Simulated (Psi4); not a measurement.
# One shape, several levels: quartet PO

We compute a comparison of 6 runs (U-r2SCAN/cc-pVTZ, U-revPBE/cc-pVTZ, UTPSS/cc-pVTZ, UMP2/cc-pVTZ, UCCSD/cc-pVTZ, UCCSD(T)/cc-pVTZ) of quartet PO. 

The calculation is run with Psi4 1.11.

### 1 The structure to begin with

PO has 2 atoms, charge 0, and is taken as a quartet. As SMILES of the parent species, `O=[P]`. Geometry: relaxed at PBE0-D4/def2-TZVP. That shape belongs to the parent species and isn't relaxed for this state.

Bond lengths: O1–P2 1.474 Å.

### 2 A single-point energy at U-r2SCAN/cc-pVTZ (run 1)

Contents of input.dat:

```
memory 2200 mb

molecule {
  0 4
  O      0.000000     0.000000    -0.009450
  P      0.000000     0.000000     1.464540
  symmetry c1
  no_reorient
  no_com
}

set basis cc-pVTZ
set reference uks
set puream true
set e_convergence 1e-09
set d_convergence 1e-08
set scf_type pk
set dft_radial_points 99
set dft_spherical_points 590
set maxiter 100

result, w = energy("r2scan", return_wfn=True)
oeprop(w, "MULLIKEN_CHARGES", "WIBERG_LOWDIN_INDICES", "LOWDIN_CHARGES")
```

The run is started by

```sh
$ psi4 input.dat output.dat -n 1
```

output.dat:

```text
[...]
  Running in c1 symmetry.
[...]
  Nuclear repulsion =   43.081204947387704
[...]
  Multiplicity = 4
[...]
  Nalpha       = 13
  Nbeta        = 10
[...]
    Number of basis functions: 64
[...]
   @UKS iter   1:  -416.18683178698495   -2.44910e-02   1.09021e-02 DIIS/ADIIS
[...]
   @UKS iter  13:  -416.37387011028761   -9.09495e-13   1.92004e-09 DIIS
[...]
   @S^2 Observed:                3.762385562E+00
[...]
    Orbital Energies [Eh]
    ---------------------
    Alpha Occupied:
       1A    -76.863154     2A    -19.020115     3A     -6.552888
       4A     -4.702655     5A     -4.697610     6A     -4.697610
       7A     -1.026536     8A     -0.573759     9A     -0.424249
      10A     -0.391994    11A     -0.391994    12A     -0.200212
      13A     -0.200212
    Alpha Virtual:
      14A     -0.014428    15A      0.202904    16A      0.212830
      17A      0.212831    18A      0.251354    19A      0.251354
      20A      0.282757    21A      0.327675    22A      0.327675
      23A      0.512037    24A      0.655694    25A      0.655694
[...]
  @UKS Final Energy:  -416.37387011028761
   => Energetics <=
    Nuclear Repulsion Energy =             43.0812049473877039
    One-Electron Energy =                -660.3258708902587841
    Two-Electron Energy =                 232.6373341089796156
    DFT Exchange-Correlation Energy =     -31.7665382763962256
    Empirical Dispersion Energy =           0.0000000000000000
    VV10 Nonlocal Energy =                  0.0000000000000000
    Total Energy =                       -416.3738701102876121
[...]
 Multipole Moments:
 ------------------------------------------------------------------------------------
     Multipole            Electronic (a.u.)      Nuclear  (a.u.)        Total (a.u.)
 ------------------------------------------------------------------------------------
 L = 1.  Multiply by 2.5417464519 to convert [e a0] to [Debye]
 Dipole X            :          0.0000000            0.0000000            0.0000000
 Dipole Y            :          0.0000000            0.0000000            0.0000000
 Dipole Z            :        -40.7361203           41.3708292            0.6347089
 Magnitude           :                                                    0.6347089
[...]
  Mulliken Charges: (a.u.)
   Center  Symbol    Alpha    Beta     Spin     Total
       1     O     4.55066  3.73726  0.81341 -0.28792
       2     P     8.44934  6.26274  2.18659  0.28792
   Total alpha = 13.00000, Total beta = 10.00000, Total charge =  0.00000
  Lowdin Charges: (a.u.)
   Center  Symbol    Alpha    Beta     Spin     Total
       1     O     4.40178  3.61963  0.78216 -0.02141
       2     P     8.59822  6.38037  2.21784  0.02141
  Total alpha = 13.00000, Total beta = 10.00000, Total charge =  0.00000
[...]
```

It took 9.9 s on 1 thread of Intel Xeon 6975P-C (Granite Rapids), shared host; peak memory 0.92 GiB.

### 3 A single-point energy at U-revPBE/cc-pVTZ (run 2)

Contents of op.in:

```
memory 2200 mb

molecule {
  0 4
  O      0.00000000     0.00000000    -0.01785791
  P      0.00000000     0.00000000     2.76757950
  units au
  symmetry c1
  no_reorient
  no_com
}

set {
  basis                cc-pVTZ
  reference            uks
  puream               true
  e_convergence        1e-09
  d_convergence        1e-08
  scf_type             pk
  dft_radial_points    99
  dft_spherical_points 590
  maxiter              100
}

result, w = energy("revpbe", return_wfn=True)
oeprop(w, "MULLIKEN_CHARGES", "LOWDIN_CHARGES", "WIBERG_LOWDIN_INDICES", title="REVPBE")
```

The run is started by

```sh
$ psi4 -n 1 op.in op.out
```

op.out:

```text
[...]
  Running in c1 symmetry.
[...]
  Nuclear repulsion =   43.081204973117664
[...]
  Multiplicity = 4
[...]
  Nalpha       = 13
  Nbeta        = 10
[...]
    Number of basis functions: 64
[...]
   @UKS iter   1:  -416.14435543913970    3.36079e-02   1.14067e-02 ADIIS/DIIS
[...]
   @UKS iter  13:  -416.34631822834501    1.13687e-13   9.00481e-10 DIIS
[...]
   @S^2 Observed:                3.755624064E+00
[...]
    Orbital Energies [Eh]
    ---------------------
    Alpha Occupied:
       1A    -76.427322     2A    -18.826215     3A     -6.391081
       4A     -4.607880     5A     -4.601785     6A     -4.601785
       7A     -0.973729     8A     -0.541897     9A     -0.399696
      10A     -0.372123    11A     -0.372123    12A     -0.182642
      13A     -0.182642
    Alpha Virtual:
      14A     -0.020879    15A      0.184598    16A      0.202812
      17A      0.202812    18A      0.223773    19A      0.223773
      20A      0.244429    21A      0.305481    22A      0.305481
      23A      0.465830    24A      0.607849    25A      0.607849
[...]
  @UKS Final Energy:  -416.34631822834501
   => Energetics <=
    Nuclear Repulsion Energy =             43.0812049731176643
    One-Electron Energy =                -660.2749667356931695
    Two-Electron Energy =                 232.5620544215072414
    DFT Exchange-Correlation Energy =     -31.7146108872767627
    Empirical Dispersion Energy =           0.0000000000000000
    VV10 Nonlocal Energy =                  0.0000000000000000
    Total Energy =                       -416.3463182283450124
[...]
 Multipole Moments:
 ------------------------------------------------------------------------------------
     Multipole            Electronic (a.u.)      Nuclear  (a.u.)        Total (a.u.)
 ------------------------------------------------------------------------------------
 L = 1.  Multiply by 2.5417464519 to convert [e a0] to [Debye]
 Dipole X            :         -0.0000000            0.0000000           -0.0000000
 Dipole Y            :         -0.0000000            0.0000000           -0.0000000
 Dipole Z            :        -40.8194914           41.3708292            0.5513378
 Magnitude           :                                                    0.5513378
[...]
  Mulliken Charges: (a.u.)
   Center  Symbol    Alpha    Beta     Spin     Total
       1     O     4.52389  3.72350  0.80039 -0.24739
       2     P     8.47611  6.27650  2.19961  0.24739
   Total alpha = 13.00000, Total beta = 10.00000, Total charge =  0.00000
  Lowdin Charges: (a.u.)
   Center  Symbol    Alpha    Beta     Spin     Total
       1     O     4.39092  3.60457  0.78634  0.00451
       2     P     8.60908  6.39543  2.21366 -0.00451
  Total alpha = 13.00000, Total beta = 10.00000, Total charge =  0.00000
[...]
```

Run time: 6.9 s. Hardware: 1 thread of Intel Xeon 6975P-C (Granite Rapids), shared host; peak memory 0.63 GiB.

Runs 3 to 4 aren't shown in full; the table further down has their settings and results.

### 4 The energy at UCCSD/cc-pVTZ (run 5)

Contents of job.json:

```json
{
  "schema_name": "qcschema_input",
  "schema_version": 1,
  "molecule": {
    "schema_name": "qcschema_molecule",
    "schema_version": 2,
    "symbols": ["O", "P"],
    "geometry": [0.0, 0.0, -0.01785791, 0.0, 0.0, 2.7675795],
    "molecular_charge": 0,
    "molecular_multiplicity": 4,
    "fix_symmetry": "c1",
    "fix_com": true,
    "fix_orientation": true
  },
  "driver": "energy",
  "model": {
    "method": "ccsd",
    "basis": "cc-pVTZ"
  },
  "keywords": {
    "reference": "uhf",
    "puream": true,
    "e_convergence": 1e-09,
    "d_convergence": 1e-08,
    "scf_type": "pk",
    "num_frozen_docc": 6,
    "maxiter": 100
  }
}
```

The run is started by

```sh
$ psi4 --qcschema job.json -n 1 --memory 2200MB
```

stdout:

```text
[...]
  Running in c1 symmetry.
[...]
  Nuclear repulsion =   43.081204973117664
[...]
  Multiplicity = 4
[...]
  Nalpha       = 13
  Nbeta        = 10
[...]
    Number of basis functions: 64
[...]
   @UHF iter   1:  -415.37481499695599   -5.27742e-01   7.37760e-03 DIIS/ADIIS
[...]
   @UHF iter  15:  -415.49345888007724   -2.69438e-11   9.25045e-09 DIIS
[...]
   @S^2 Observed:                3.790047638E+00
[...]
    Orbital Energies [Eh]
    ---------------------
    Alpha Occupied:
       1A    -80.036364     2A    -20.614699     3A     -7.576561
       4A     -5.475632     5A     -5.475632     6A     -5.471916
       7A     -1.421252     8A     -0.849492     9A     -0.648099
      10A     -0.627580    11A     -0.627580    12A     -0.365416
      13A     -0.365416
    Alpha Virtual:
      14A      0.137460    15A      0.328577    16A      0.366200
      17A      0.366200    18A      0.377869    19A      0.377869
      20A      0.419267    21A      0.512828    22A      0.512828
      23A      0.684298    24A      0.840139    25A      0.840139
[...]
  @UHF Final Energy:  -415.49345888007724
   => Energetics <=
    Nuclear Repulsion Energy =             43.0812049731176643
    One-Electron Energy =                -660.2197492071932174
    Two-Electron Energy =                 201.6450853539982973
    Total Energy =                       -415.4934588800772417
  UHF NO Occupations:
  HONO-2 :   11  A 1.0000000
  HONO-1 :   12  A 1.0000000
[...]
 Multipole Moments:
 ------------------------------------------------------------------------------------
     Multipole            Electronic (a.u.)      Nuclear  (a.u.)        Total (a.u.)
 ------------------------------------------------------------------------------------
 L = 1.  Multiply by 2.5417464519 to convert [e a0] to [Debye]
 Dipole X            :         -0.0000000            0.0000000           -0.0000000
 Dipole Y            :          0.0000000            0.0000000            0.0000000
 Dipole Z            :        -40.4730087           41.3708292            0.8978205
 Magnitude           :                                                    0.8978205
[...]
      * MP2 total energy                      = -415.812841354917168
[...]
      * CCSD total energy                     = -415.825821052107528
[...]
```

The result, in JSON:

```text
{
 "driver": "energy",
 "model": {
  "method": "ccsd",
  "basis": "cc-pVTZ"
 },
 "success": true,
 "return_result": -415.82582105210753,
 "properties": {
  "calcinfo_nbasis": 64,
  "calcinfo_nmo": 64,
  "calcinfo_nalpha": 13,
  "calcinfo_nbeta": 10,
  "calcinfo_natom": 2,
  "nuclear_repulsion_energy": 43.081204973117664,
  "return_energy": -415.82582105210753,
  "scf_one_electron_energy": -660.2197492071932,
  "scf_two_electron_energy": 201.6450853539983,
  "scf_dipole_moment": [-2.9451235084424338e-15, 3.489494184238079e-15, 0.8978204856219136],
  "scf_total_energy": -415.49345888007724,
  "scf_iterations": 15,
  "mp2_same_spin_correlation_energy": -0.09087045675278926,
  "mp2_opposite_spin_correlation_energy": -0.22851201808816637,
  "mp2_singles_energy": -9.712225405807048e-29,
  "mp2_doubles_energy": -0.3193824748409556,
  "mp2_correlation_energy": -0.3193824748409556,
  "mp2_total_energy": -415.81284135491717,
  "ccsd_same_spin_correlation_energy": -0.08508183345066861,
  "ccsd_opposite_spin_correlation_energy": -0.24728033858066908,
  "ccsd_singles_energy": -1.0327506895311094e-16,
  "ccsd_doubles_energy": -0.33236217203133767,
  "ccsd_correlation_energy": -0.3323621720313378,
  "ccsd_total_energy": -415.82582105210753,
  "ccsd_iterations": 19
 }
}
```

Run time: 9.6 s. Hardware: 1 thread of Intel Xeon 6975P-C (Granite Rapids), shared host; peak memory 0.43 GiB.

### 5 A single-point energy at UCCSD(T)/cc-pVTZ (run 6)

Contents of input.inp:

```
memory 2200 MB

molecule {
  0 4
  O
  P 1 r2

  r2 = 1.47399
  units angstrom
  symmetry c1
}

set {
  reference uhf
  puream true
  e_convergence 1e-09
  d_convergence 1e-08
  scf_type pk
  num_frozen_docc 6
  maxiter 100
}

e_tot, wfn = energy("ccsd(t)/cc-pVTZ", return_wfn=True)
```

The run is started by

```sh
$ psi4 -i input.inp -o input.out -n 1
```

input.out:

```text
[...]
  Running in c1 symmetry.
[...]
  Nuclear repulsion =   43.081204947387704
[...]
  Multiplicity = 4
[...]
  Nalpha       = 13
  Nbeta        = 10
[...]
    Number of basis functions: 64
[...]
   @UHF iter   1:  -415.37481499697998   -5.27742e-01   7.37760e-03 DIIS/ADIIS
[...]
   @UHF iter  15:  -415.49345888020497   -2.64322e-11   9.25045e-09 DIIS
[...]
   @S^2 Observed:                3.790047638E+00
[...]
    Orbital Energies [Eh]
    ---------------------
    Alpha Occupied:
       1A    -80.036364     2A    -20.614699     3A     -7.576561
       4A     -5.475632     5A     -5.475632     6A     -5.471916
       7A     -1.421252     8A     -0.849492     9A     -0.648099
      10A     -0.627580    11A     -0.627580    12A     -0.365416
      13A     -0.365416
    Alpha Virtual:
      14A      0.137460    15A      0.328577    16A      0.366200
      17A      0.366200    18A      0.377869    19A      0.377869
      20A      0.419267    21A      0.512828    22A      0.512828
      23A      0.684298    24A      0.840139    25A      0.840139
[...]
  @UHF Final Energy:  -415.49345888020497
   => Energetics <=
    Nuclear Repulsion Energy =             43.0812049473877039
    One-Electron Energy =                -660.2197491563756557
    Two-Electron Energy =                 201.6450853287829545
    Total Energy =                       -415.4934588802049689
  UHF NO Occupations:
  HONO-2 :   11  A 1.0000000
  HONO-1 :   12  A 1.0000000
[...]
 Multipole Moments:
 ------------------------------------------------------------------------------------
     Multipole            Electronic (a.u.)      Nuclear  (a.u.)        Total (a.u.)
 ------------------------------------------------------------------------------------
 L = 1.  Multiply by 2.5417464519 to convert [e a0] to [Debye]
 Dipole X            :          0.0000000            0.0000000            0.0000000
 Dipole Y            :          0.0000000            0.0000000            0.0000000
 Dipole Z            :          1.3643293           -0.4665088            0.8978205
 Magnitude           :                                                    0.8978205
[...]
      * MP2 total energy                      = -415.812841355047851
[...]
      * CCSD total energy                     = -415.825821052279593
[...]
      * CCSD(T) total energy                     = -415.841865310321737
[...]
```

It took 13 s on 1 thread of Intel Xeon 6975P-C (Granite Rapids), shared host; peak memory 0.42 GiB.

### 6 All runs side by side

```
run             level  frozen core orbitals  mp2 type  energy (Eh)  HOMO energy (eV)   ⟨S²⟩  wall time
  1  U-r2SCAN/cc-pVTZ                     0         –  -416.373870             -5.45  3.762      9.9 s
  2  U-revPBE/cc-pVTZ                     0         –  -416.346318             -4.97  3.756      6.9 s
  3     UTPSS/cc-pVTZ                     0         –  -416.463984             -5.15  3.757       11 s
  4      UMP2/cc-pVTZ                     6      conv  -415.812841             -9.94  3.790      4.2 s
  5     UCCSD/cc-pVTZ                     6         –  -415.825821             -9.94  3.790      9.6 s
  6  UCCSD(T)/cc-pVTZ                     6         –  -415.841865             -9.94  3.790       13 s
```

### 7 Outcome

| quantity | value |
| --- | --- |
| run 6: total energy | -415.84187 Eh |
| run 6: HOMO energy (Hartree–Fock orbitals) (highest over α and β) | -9.94 eV |
| run 6: LUMO energy (Hartree–Fock orbitals) (lowest over α and β) | -2.42 eV |
| run 6: correlation energy (6 core orbitals frozen) | -348.4 mEh |
| run 6: (T) correction | -16.04 mEh |
| run 6: ⟨S²⟩ of the reference determinant | 3.790 |
| run 6: T1 diagnostic | 0.036 |

In words: Over runs 1, 2, 3 the dipole moment (its size) runs from 1.40 D (U-revPBE/cc-pVTZ) to 1.61 D (U-r2SCAN/cc-pVTZ). Totals of different functionals can't be ranked against each other. All runs together took 55 s, the longest 13 s.
